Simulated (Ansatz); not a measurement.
A calculation with Ansatz (development build ahead of 0.2.0).

```yaml
crystal:
  periodic: [false, false, false]
  atoms:
    - { symbol: "N", position_ang: [0.55, 0.0, 3.8] }
    - { symbol: "N", position_ang: [-0.55, 0.0, 3.8] }
    - { symbol: H, position_ang: [0.37, 0.0, 0.0] }
    - { symbol: H, position_ang: [-0.37, 0.0, 0.0] }
basis:
  gaussian: { orbitals: "6-31G" }
hamiltonian:
  xc: hf
```

The input is written out in the form of the current development build from the run's settings.

Output:

```
Converged                       : yes
Total energy                    : -109.99441 hartree
Spin squared of the determinant : 0.000
```
